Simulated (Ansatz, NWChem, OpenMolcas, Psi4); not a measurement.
## Loss of C2H6: C4H8O2 → C2H2O2 + C2H6

Gas-phase species: C4H8O2 `C1COCCO1`, singlet; C2H2O2 (glyoxal) `O=CC=O`, singlet; C2H6 (ethane) `CC`, singlet. This is a balance of energies; it says nothing on the path, which may need atoms to shift.

Shapes, held fixed at every level: PBE0-D4/def2-TZVP. Flexible molecules stand in one conformer, not always the lowest. Programs: Ansatz 0.2.0, NWChem 7.3.0, OpenMolcas 26.06, Psi4 1.11. A level may come from different programs for different species; with the same settings they agree closely. Electronic energies: no zero-point or thermal term.

```csv
level,kind,ΔE (kJ/mol)
HF/STO-3G,Hartree–Fock,+253.6
HF/3-21G,Hartree–Fock,+68.5
HF/def2-SVP,Hartree–Fock,+14.4
B3LYP/6-31G* (Cartesian functions),global hybrid,+24.0
PBE0/def2-SVP,global hybrid,+63.0
```

PBE0/def2-SVP gives ΔE = +63.0 kJ/mol; the levels span +14.4 to +253.6. The median of the levels is +63.0. No measured value is set beside it here. PBE0/def2-SVP lies outside the range of the other correlated levels here, so it shouldn't be taken on trust. Rows in sets without polarisation functions are far from converged.
